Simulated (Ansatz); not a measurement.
Process, species as SMILES: FCF → C atom + 2 F atom + 2 H atom
B3LYP-D3(BJ)/def2-TZVP geometries, fixed; electronic energies without zero-point terms.

Basis-set convergence of the atomisation energy at PBE with Ansatz (a program for electronic structure). Cartesian d functions, on some or all atoms, in 6-31G**, 6-31+G*; all else is spherical. The program fits the integrals of some runs and decomposes those of others, by size. Open shells are unrestricted. No added dispersion term, no relativity. Functions are those of the species that has most. Reference: the value in aug-pcseg-3, 451.20 kcal/mol, itself unsure by roughly 0.20 kcal/mol (its mean distance from aug-cc-pVQZ, cc-pV5Z, def2-QZVPPD). Deviations are taken from unrounded values.

```
basis              functions  atomisation energy (kcal/mol)  minus reference (kcal/mol)
-----------------  ---------  -----------------------------  --------------------------
6-31G                     31                         425.95                      -25.25
pcseg-0                   31                         424.63                      -26.57
def2-SV(P)                46                         453.53                        2.32
def2-SVP                  52                         456.36                        5.16
pcseg-1                   52                         446.24                       -4.96
6-31G**                   55                         456.32                        5.12
6-31+G*                   61                         447.45                       -3.76
def2-SVPD                 82                         455.15                        3.94
6-311++G(2d,2p)          101                         448.65                       -2.56
def2-TZVPP               121                         451.02                       -0.18
def2-TZVPD               135                         450.42                       -0.78
jun-cc-pV(T+d)Z          145                         450.45                       -0.75
def2-TZVPPD              151                         450.84                       -0.36
6-311++G(3df,3pd)        153                         452.80                        1.60
aug-cc-pVTZ              184                         450.63                       -0.58
def2-QZVPP               231                         450.82                       -0.38
aug-cc-pVQZ              332                         451.31                        0.10
aug-pcseg-3              353                         451.20                        0.00
```
